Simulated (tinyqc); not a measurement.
Worked calculation: UHF in the sto-3g basis, for H2O, spin multiplicity 1. One step of it, computed by the program tinyqc.

Question. Iteration 1: diagonalisation and new density. Diagonalise F' = X^T F X, C = X C', fill 5 alpha and 5 beta electrons from the bottom; D(s) = C_occ C_occ^T; the new density keeps 0.3 of the old one (damping). Each column has its largest component positive (the first on a tie).

F(alpha) (hartree), lower triangle:
```
             1O 1s      1O 2s     1O 2px     1O 2py     1O 2pz      2H 1s      3H 1s
1O 1s   -19.386203
1O 2s    -4.993440  -2.129750
1O 2px    0.001247  -0.004916   0.223747
1O 2py   -0.004970  -0.042571   0.020400  -0.199362
1O 2pz   -0.009950  -0.174366  -0.005440  -0.006958  -0.119877
2H 1s    -1.164304  -0.856589   0.060445  -0.286066  -0.240399  -0.366225
3H 1s    -1.227431  -0.858610  -0.165338   0.234662  -0.227413  -0.290431  -0.308839
```

F(beta) (hartree), lower triangle:
```
             1O 1s      1O 2s     1O 2px     1O 2py     1O 2pz      2H 1s      3H 1s
1O 1s   -19.386203
1O 2s    -4.993440  -2.129750
1O 2px   -0.001247   0.004916   0.223747
1O 2py   -0.004970  -0.042571  -0.020400  -0.199362
1O 2pz   -0.009950  -0.174366   0.005440  -0.006958  -0.119877
2H 1s    -1.164304  -0.856589  -0.060445  -0.286066  -0.240399  -0.366225
3H 1s    -1.227431  -0.858610   0.165338   0.234662  -0.227413  -0.290431  -0.308839
```

X, lower triangle:
```
            1O 1s      1O 2s    1O 2px     1O 2py     1O 2pz      2H 1s     3H 1s
1O 1s    1.024282
1O 2s   -0.144356   1.261603
1O 2px   0.000000   0.000000  1.000000
1O 2py   0.000378  -0.006641  0.000000   1.126203
1O 2pz  -0.010023   0.111348  0.000000  -0.002604   1.051733
2H 1s    0.022165  -0.298388  0.000000  -0.240613  -0.140038   1.212311
3H 1s    0.022769  -0.317136  0.000000   0.249339  -0.146892  -0.087803  1.228997
```

D(alpha) at the start, lower triangle:
```
            1O 1s      1O 2s     1O 2px     1O 2py     1O 2pz      2H 1s     3H 1s
1O 1s    1.067908
1O 2s   -0.309227   1.415183
1O 2px   0.011494  -0.133161   0.584984
1O 2py   0.005028  -0.053262   0.190463   1.277875
1O 2pz  -0.028850   0.185476  -0.053425  -0.021732   1.094164
2H 1s    0.038431  -0.134606  -0.263868  -0.288421  -0.095819   0.189232
3H 1s    0.057489  -0.340833   0.592547   0.403667  -0.179504  -0.264508  0.676054
```

D(beta) at the start, lower triangle:
```
            1O 1s      1O 2s     1O 2px     1O 2py     1O 2pz      2H 1s     3H 1s
1O 1s    1.067908
1O 2s   -0.309227   1.415183
1O 2px  -0.011494   0.133161   0.584984
1O 2py   0.005028  -0.053262  -0.190463   1.277875
1O 2pz  -0.028850   0.185476   0.053425  -0.021732   1.094164
2H 1s    0.038431  -0.134606   0.263868  -0.288421  -0.095819   0.189232
3H 1s    0.057489  -0.340833  -0.592547   0.403667  -0.179504  -0.264508  0.676054
```

overlap S, lower triangle:
```
           1O 1s     1O 2s    1O 2px     1O 2py    1O 2pz     2H 1s     3H 1s
1O 1s   1.000000
1O 2s   0.236704  1.000000
1O 2px  0.000000  0.000000  1.000000
1O 2py  0.000000  0.000000  0.000000   1.000000
1O 2pz  0.000000  0.000000  0.000000   0.000000  1.000000
2H 1s   0.054336  0.476639  0.000000   0.322343  0.227293  1.000000
3H 1s   0.057380  0.491891  0.000000  -0.328676  0.231930  0.242046  1.000000
```

Give: F' = X^T F X; orbital energies; coefficients C; F' = X^T F X; orbital energies; coefficients C; D(alpha) after iteration 1; D(beta) after iteration 1.

Answer.

F' = X^T F X (alpha) (hartree), lower triangle:
```
         1       2       3       4       5       6      7
1  -19.007
2   -2.655  -0.992
3    0.000   0.027   0.224
4    0.000  -0.047  -0.033   0.029
5   -0.022  -0.014   0.009  -0.007  -0.027
6   -0.191  -0.431   0.085  -0.351  -0.224   0.123
7   -0.213  -0.453  -0.201   0.340  -0.221  -0.065  0.207
```

orbital energies (alpha) (hartree): MO1 -19.397, MO2 -0.964, MO3 -0.385, MO4 -0.127, MO5 0.165, MO6 0.539, MO7 0.725

coefficients C (alpha):
```
           MO1     MO2     MO3     MO4     MO5     MO6     MO7
1O 1s    0.993  -0.239   0.016   0.100   0.021   0.116   0.054
1O 2s    0.030   0.864  -0.053  -0.498  -0.144  -0.807  -0.380
1O 2px   0.000   0.011  -0.176   0.065   0.909  -0.005  -0.371
1O 2py   0.000   0.054   0.611  -0.004   0.444  -0.408   0.806
1O 2pz   0.004   0.180  -0.007   0.824  -0.161  -0.607  -0.233
2H 1s   -0.007   0.143   0.407   0.235  -0.107   1.101  -0.424
3H 1s   -0.007   0.103  -0.423   0.212   0.347   0.406   1.088
```

F' = X^T F X (beta) (hartree), lower triangle:
```
         1       2       3       4       5       6      7
1  -19.007
2   -2.655  -0.992
3    0.000  -0.027   0.224
4    0.000  -0.047   0.033   0.029
5   -0.022  -0.014  -0.009  -0.007  -0.027
6   -0.191  -0.431  -0.085  -0.351  -0.224   0.123
7   -0.213  -0.453   0.201   0.340  -0.221  -0.065  0.207
```

orbital energies (beta) (hartree): MO1 -19.397, MO2 -0.964, MO3 -0.385, MO4 -0.127, MO5 0.165, MO6 0.539, MO7 0.725

coefficients C (beta):
```
           MO1     MO2     MO3     MO4     MO5     MO6     MO7
1O 1s    0.993  -0.239   0.016   0.100  -0.021   0.116   0.054
1O 2s    0.030   0.864  -0.053  -0.498   0.144  -0.807  -0.380
1O 2px   0.000  -0.011   0.176  -0.065   0.909   0.005   0.371
1O 2py   0.000   0.054   0.611  -0.004  -0.444  -0.408   0.806
1O 2pz   0.004   0.180  -0.007   0.824   0.161  -0.607  -0.233
2H 1s   -0.007   0.143   0.407   0.235   0.107   1.101  -0.424
3H 1s   -0.007   0.103  -0.423   0.212  -0.347   0.406   1.088
```

D(alpha) after iteration 1, lower triangle:
```
         1O 1s   1O 2s  1O 2px  1O 2py  1O 2pz   2H 1s  3H 1s
1O 1s    1.059
1O 2s   -0.254   1.138
1O 2px   0.018  -0.141   0.779
1O 2py   0.006  -0.049   0.265   0.785
1O 2pz   0.019  -0.106  -0.078  -0.055   0.844
2H 1s    0.002  -0.040  -0.186   0.059   0.134   0.234
3H 1s    0.011  -0.133   0.461   0.051   0.045  -0.181  0.451
```

D(beta) after iteration 1, lower triangle:
```
         1O 1s   1O 2s  1O 2px  1O 2py  1O 2pz   2H 1s  3H 1s
1O 1s    1.059
1O 2s   -0.254   1.138
1O 2px  -0.018   0.141   0.779
1O 2py   0.006  -0.049  -0.265   0.785
1O 2pz   0.019  -0.106   0.078  -0.055   0.844
2H 1s    0.002  -0.040   0.186   0.059   0.134   0.234
3H 1s    0.011  -0.133  -0.461   0.051   0.045  -0.181  0.451
```
